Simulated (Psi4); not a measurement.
# C2H3FO (SMILES FC1CO1): HF/STO-3G

What is the energy change on altering one bond length of C2H3FO at HF/STO-3G? 

The calculation is run with Psi4 1.11.

1 further run of the same task is left out (set aside as unsound or not needed).

## 1. The molecule

The species is C2H3FO (7 atoms), meant as a singlet with charge 0. As SMILES, `FC1CO1`. Geometry: relaxed at PBE0-D4/def2-TZVP.

Bond lengths: F1–C2 1.351 Å, C2–C3 1.449 Å, C2–O4 1.374 Å, C3–O4 1.439 Å, C2–H5 1.087 Å, C3–H6 1.086 Å, C3–H7 1.086 Å. Some angles: F1–C2–C3 118.9°, F1–C2–O4 115.5°, C3–C2–O4 61.2°, C2–C3–O4 56.8°, C2–O4–C3 62.0°, F1–C2–H5 110.6°, C3–C2–H5 124.3°, O4–C2–H5 117.4°, C2–C3–H6 120.8°, C2–C3–H7 118.0°.

## 2. Energy and gradient at HF/STO-3G

The input, c2h3fo.xyz:

```xyz
7
C2H3FO
F     -1.230100    -1.269700    -0.057100
C     -0.627800    -0.077500    -0.262000
C      0.671400     0.163600     0.333400
O      0.484900    -0.107900    -1.067700
H     -1.366000     0.696000    -0.457000
H      0.995700     1.172200     0.572500
H      1.133100    -0.644700     0.892200
```

The input, calc.py:

```python
import psi4

psi4.set_memory('1600 MB')
psi4.set_num_threads(1)
psi4.core.set_output_file('c2h3fo.out', False)

with open('c2h3fo.xyz') as f:
    atoms = ''.join(f.readlines()[2:])
mol = psi4.geometry('0 1\n' + atoms + 'symmetry c1\nno_reorient\nno_com')

psi4.set_options(dict(basis='STO-3G', puream=True, e_convergence=1e-09, d_convergence=1e-08, scf_type='pk'))

E, wfn = psi4.gradient("scf", return_wfn=True)
psi4.oeprop(wfn, "DIPOLE", "LOWDIN_CHARGES", "MULLIKEN_CHARGES", title="SCF")
print('gradient / Eh bohr^-1')
print(E.np.round(6))
print(f'energy = {wfn.energy():.10f} Eh')
```

The run is started by

```sh
$ python calc.py
```

c2h3fo.out:

```text
[...]
  Running in c1 symmetry.
[...]
  Nuclear repulsion =  124.094769302208306
[...]
  Multiplicity = 1
[...]
  Nalpha       = 16
  Nbeta        = 16
[...]
    Number of basis functions: 23
[...]
   @RHF iter   1:  -248.25010799620981   -2.15277e+00   1.86420e-02 ADIIS/DIIS
[...]
   @RHF iter  11:  -248.38210977586232   -1.42109e-13   4.71222e-09 DIIS
[...]
    Orbital Energies [Eh]
    ---------------------
    Doubly Occupied:
       1A    -25.955226     2A    -20.311691     3A    -11.184207
       4A    -11.106901     5A     -1.527031     6A     -1.384713
       7A     -0.893975     8A     -0.820354     9A     -0.691845
      10A     -0.631260    11A     -0.567990    12A     -0.537870
      13A     -0.496188    14A     -0.440318    15A     -0.386653
      16A     -0.371721
[...]
  @RHF Final Energy:  -248.38210977586232
   => Energetics <=
    Nuclear Repulsion Energy =            124.0947693022083058
    One-Electron Energy =                -590.3378700591822508
    Two-Electron Energy =                 217.8609909811116268
    Total Energy =                       -248.3821097758623182
[...]
  -Total Gradient:
     Atom            X                  Y                   Z
    ------   -----------------  -----------------  -----------------
       1        0.010729318842     0.020668020989    -0.005152628874
       2        0.063274190961     0.003825233438    -0.007272822730
       3       -0.033142893648    -0.009116065839    -0.003900033174
       4       -0.043082820290     0.000385430995     0.027013812611
       5        0.003100904093    -0.014353076344    -0.002220545792
       6        0.000415127713     0.000521412094    -0.004383782434
       7       -0.001293827670    -0.001930955333    -0.004083999605
[...]
 Multipole Moments:
 ------------------------------------------------------------------------------------
     Multipole            Electronic (a.u.)      Nuclear  (a.u.)        Total (a.u.)
 ------------------------------------------------------------------------------------
 L = 1.  Multiply by 2.5417464519 to convert [e a0] to [Debye]
 Dipole X            :         11.6224644          -11.6545079           -0.0320435
 Dipole Y            :         20.3754354          -19.9373665            0.4380689
 Dipole Z            :         14.8522026          -14.3985792            0.4536234
 Magnitude           :                                                    0.6314312
[...]
  Mulliken Charges: (a.u.)
   Center  Symbol    Alpha    Beta     Spin     Total
       1     F     4.57222  4.57222  0.00000 -0.14445
       2     C     2.91077  2.91077  0.00000  0.17847
       3     C     3.03160  3.03160  0.00000 -0.06321
       4     O     4.11176  4.11176  0.00000 -0.22353
       5     H     0.46011  0.46011  0.00000  0.07977
       6     H     0.45772  0.45772  0.00000  0.08455
       7     H     0.45581  0.45581  0.00000  0.08839
   Total alpha = 16.00000, Total beta = 16.00000, Total charge = -0.00000
  Lowdin Charges: (a.u.)
[...]
```

On the terminal:

```text
gradient / Eh bohr^-1
[[ 0.010729  0.020668 -0.005153]
 [ 0.063274  0.003825 -0.007273]
 [-0.033143 -0.009116 -0.0039  ]
 [-0.043083  0.000385  0.027014]
 [ 0.003101 -0.014353 -0.002221]
 [ 0.000415  0.000521 -0.004384]
 [-0.001294 -0.001931 -0.004084]]
energy = -248.3821097759 Eh
```

It took 1.3 s on 1 thread of AMD EPYC 9R14 (Zen 4), shared host; peak memory 0.18 GiB.

## 3. The distorted shape at the same level

The input, input.inp:

```
memory 1.6 GB

molecule geom {
  0 1
  F     -3.23510341    -4.20174368     0.20186243
  C     -1.18637006    -0.14645377    -0.49510824
  C      1.26876212     0.30915919     0.63003469
  O      0.91632820    -0.20390145    -2.01766058
  H     -2.58136589     1.31524938    -0.86360484
  H      1.88160030     2.21513696     1.08186821
  H      2.14124867    -1.21830643     1.68601365
  units au
  symmetry c1
  no_reorient
  no_com
}

set globals {
  basis         STO-3G
  reference     rhf
  puream        true
  e_convergence 1e-09
  d_convergence 1e-08
  scf_type      pk
}

e = gradient("hf")
```

The run is started by

```sh
$ psi4 -i input.inp -o input.out -n 1
```

input.out:

```text
[...]
  Running in c1 symmetry.
[...]
  Nuclear repulsion =  104.936909575396271
[...]
  Multiplicity = 1
[...]
  Nalpha       = 16
  Nbeta        = 16
[...]
    Number of basis functions: 23
[...]
   @RHF iter   1:  -247.75342459811660   -2.14673e+00   1.71442e-02 DIIS/ADIIS
[...]
   @RHF iter  15:  -248.08146233439436   -5.68434e-13   4.43486e-09 DIIS
[...]
    Orbital Energies [Eh]
    ---------------------
    Doubly Occupied:
       1A    -25.849553     2A    -20.356002     3A    -11.128063
       4A    -11.126574     5A     -1.415240     6A     -1.345747
       7A     -0.901949     8A     -0.814227     9A     -0.669639
      10A     -0.610001    11A     -0.515564    12A     -0.440109
      13A     -0.421043    14A     -0.415815    15A     -0.412609
      16A     -0.236356
[...]
  @RHF Final Energy:  -248.08146233439436
   => Energetics <=
    Nuclear Repulsion Energy =            104.9369095753962711
    One-Electron Energy =                -552.7197587780435697
    Two-Electron Energy =                 199.7013868682529392
    Total Energy =                       -248.0814623343943595
[...]
 Multipole Moments:
 ------------------------------------------------------------------------------------
     Multipole            Electronic (a.u.)      Nuclear  (a.u.)        Total (a.u.)
 ------------------------------------------------------------------------------------
 L = 1.  Multiply by 2.5417464519 to convert [e a0] to [Debye]
 Dipole X            :         20.0982644          -19.8494696            0.2487948
 Dipole Y            :         36.9252699          -36.1585923            0.7666776
 Dipole Z            :         11.9664168          -11.6106870            0.3557297
 Magnitude           :                                                    0.8810431
[...]
  -Total Gradient:
     Atom            X                  Y                   Z
    ------   -----------------  -----------------  -----------------
       1       -0.055465971549    -0.106403431865     0.018650101688
       2        0.073587360584     0.093328600496    -0.008264257705
       3       -0.021954516723     0.004492242705    -0.015931624021
       4       -0.006647424288     0.011290528398     0.016295492365
       5        0.016228890279     0.000568463795    -0.001364885623
       6       -0.001106428204    -0.001262301540    -0.004988257286
       7       -0.004641910099    -0.002014101990    -0.004396569417
[...]
```

It took 1.3 s on 1 thread of AMD EPYC 9R14 (Zen 4), shared host; peak memory 0.18 GiB.

## 4. Outcome

At HF/STO-3G:

| quantity | value |
| --- | --- |
| first shape: total energy | -248.38211 Eh |
| first shape: dipole moment | 1.60 D |
| first shape: HOMO energy | -10.12 eV |
| first shape: LUMO energy | 12.25 eV |
| first shape: HOMO–LUMO gap | 22.37 eV |
| first shape: largest force on an atom | 3.281 eV/Å |
| distorted shape: total energy | -248.08146 Eh |
| distorted shape: dipole moment | 2.24 D |
| distorted shape: HOMO energy | -6.43 eV |
| distorted shape: LUMO energy | 2.77 eV |
| distorted shape: HOMO–LUMO gap | 9.20 eV |
| distorted shape: largest force on an atom | 6.244 eV/Å |
| energy change with the F1–C2 bond stretched from 1.351 to 2.432 Å | 8.181 eV |

One bond (distorted shape) is far stretched, which a spin-restricted single reference describes badly; a broken-symmetry solution may lie lower. With the F1–C2 bond stretched from 1.351 to 2.432 Å the energy rises by 8.18 eV (789 kJ/mol). The first shape isn't relaxed at this level, so the change isn't measured from a minimum. A restricted reference can't describe the breaking bond well at this length. The minimal basis adds a large error of its own. The largest force (first shape) is 3.28 eV/Å: the shape isn't a stationary point for this species at this level.
